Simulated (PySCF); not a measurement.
## Complete the spectrum of isobutene

Species: isobutene, C₄H₈.
Structure used (GFN2-xTB), in Å, numbered top down from 1:
```xyz
12
C4H8 angstrom
C      1.3567   -0.5940    0.4212
C      0.1919   -0.0839    0.0582
C     -1.1156   -0.7069    0.4443
C      0.0814    1.1594   -0.7713
H      2.2910   -0.1392    0.1382
H      1.4255   -1.4878    1.0178
H     -1.7164    0.0015    1.0143
H     -0.9628   -1.5991    1.0457
H     -1.6806   -0.9776   -0.4475
H      1.0625    1.5587   -1.0139
H     -0.4496    0.9468   -1.6988
H     -0.4829    1.9213   -0.2343
```

Method used: PySCF, TDDFT wB97X-D/def2-SVPD, vertical, gas phase, core orbitals frozen in the response.

Lowest singlets, with some entries withheld (?).

```tsv
state	E (eV)	f	main configurations (H = HOMO, L = LUMO)
S1	7.08	0.0090	H→L (92%)
S2	7.42	0.450	H→L+1 (96%)
S3	8.25	0.037	H→L+3 (91%)
S4	8.38	0.0000	H-1→L+1 (47%), H→L+2 (40%), H→L+5 (11%)
S5	?	0.0000	H-1→L+1 (48%), H→L+2 (47%)
S6	?	0.044	H→L+4 (83%)
S7	?	0.0000	H→L+5 (82%), H→L+2 (11%)
S8	?	0.0007	H-2→L+1 (92%)
```

Supply the missing values.

- S5: E = 8.41 eV
- S6: E = 8.92 eV
- S7: E = 9.06 eV
- S8: E = 9.23 eV

Where do the lowest triplets lie (Tamm–Dancoff)?

T1 4.60 eV, H→L+1 (94%); T2 7.07 eV, H→L (92%); T3 7.98 eV, H-1→L+1 (94%). E(S1) − E(T1) = +2.48 eV.

How far apart are S5 and S8, in eV and cm⁻¹?

9.234 − 8.411 = 0.823 eV, or about 6640 cm⁻¹.

What is the mean static polarisability from the same response equations?

50.8 au (7.52 Å³), with principal values 40.2, 50.6 and 61.5 au.
